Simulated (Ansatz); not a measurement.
**CH2AlO: where a starting geometry ends**

The starting geometry of this gas-phase doublet was optimised with GFN2-xTB; its bonds are those of `[CH2]1[O][Al]1`.

```xyz
5

C    -2.4303    0.8721    1.1255
Al   -1.0898    0.3978   -0.2891
O    -1.6975    1.8513    0.3871
H    -2.1906    0.8731    2.1857
H    -3.4995    0.9083    0.9332
```

Question: Predict what becomes of its bonds when it is optimised with PBE0-D3(BJ)/def2-SVP.

Answer: A bond breaks, giving a structure given below by its coordinates. Contacts that open: C1–Al2 (2.01 → 3.04 Å).

The energy falls by 0.81 eV over 15 steps:

```tsv
step	E − E(last) (eV)
1	0.806
3	0.327
4	0.287
6	0.268
7	0.267
9	0.240
10	0.170
12	0.007
13	0.000
15	0.000
```

Final geometry (Å):

```yaml
atoms:
  - { symbol: C, position_ang: [-2.6345, 1.0462, 1.3438] }
  - { symbol: Al, position_ang: [-0.5481, 0.7449, -0.8455] }
  - { symbol: O, position_ang: [-1.7278, 0.9152, 0.3924] }
  - { symbol: H, position_ang: [-2.3076, 1.0795, 2.3870] }
  - { symbol: H, position_ang: [-3.6897, 1.1168, 1.0647] }
```

No frequencies were run, so the end isn't proven a minimum. Open shells are spin-unrestricted. Run with Ansatz 0.2.0, 37 s on 1 thread of Arm Neoverse V1, with other jobs on the host.
